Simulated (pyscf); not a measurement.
PySCF, gas phase, ωB97X-D3(BJ)/def2-SVP geometries.

Q: `[O][Ti]([Cl])([Cl])[Cl]` [doublet] + `[H][H]` → `[OH][Ti]([Cl])([Cl])[Cl]` + `[H]` [doublet]
Surface: doublet. Broken: H–H. Formed: H–O. Give ΔE‡ and ΔE from ωB97M-D3(BJ)/def2-TZVP, relative to the separated reactants.

A: ΔE‡ = 6.7 kJ/mol, ΔE = -82.8 kJ/mol. Zero-point energy shifts the barrier by +0.1 kJ/mol. It is a hydrogen abstraction, with an imaginary mode of 646i cm⁻¹. This is the saddle that the search found; another between the same sides may lie lower. The angle at the transferred H is 150°. Open-shell species with a d-block atom are single-reference here; other states, and whether the spin sits on metal or ligand, were not checked.
